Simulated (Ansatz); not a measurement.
A made-up structure of CH₆NSi (charge -1), singlet:

N1  (-0.689, 0.806, -1.108)
C2  (-0.229, -0.964, 1.130)
Si3  (0.276, 0.549, -0.009)
H4  (-1.618, 0.756, -0.691)
H5  (-0.667, -0.011, -1.714)
H6  (0.348, 1.727, 0.781)
H7  (1.558, 0.401, -0.600)
H8  (0.145, -1.727, 0.496)
H9  (0.622, -0.956, 1.762)
(Å)

It is relaxed with PBE-D4/def2-SVPD and then PBE0-D4/def2-TZVPD (Ansatz 0.2.0). Atoms count as bonded within 1.22 times the sum of their covalent radii (H–H: 0.88 Å). The end point is not checked to be a true minimum.

(1) Does its bonding change? (A judgement: the text doesn't fix the answer.)

## Answers

(1) Computed: No: no bond forms or breaks.

Where it ends: The first stage lowers the energy by 2.89 eV in 13 steps. It ends as CH₆NSi ([CH2][SiH2][NH2]), total charge -1:
```
atom    x (Å)    y (Å)    z (Å)
  N1  -0.9071   0.8006  -1.0938
  C2   0.1147  -0.9421   1.1195
 Si3   0.3989   0.4379   0.0615
  H4  -1.7503   0.2848  -0.8740
  H5  -0.6684   0.6585  -2.0666
  H6   0.6468   1.6675   0.9067
  H7   1.5531   0.4957  -0.9542
  H8   0.0585  -1.9694   0.7590
  H9   0.3003  -0.8522   2.1884
```

Labels in which every atom is bracketed show which atoms are joined, not bond orders.

For scale, one of the runs: PBE0-D4/def2-TZVPD relaxation, 171 basis functions, launched by `ansatz run in.yaml --threads 2 --pin off --events-out ev --progress --plain --max-ram 4352MiB`. Hardware: 2 CPU threads of an Arm Neoverse V2, shared host. Wall time about 30 s.
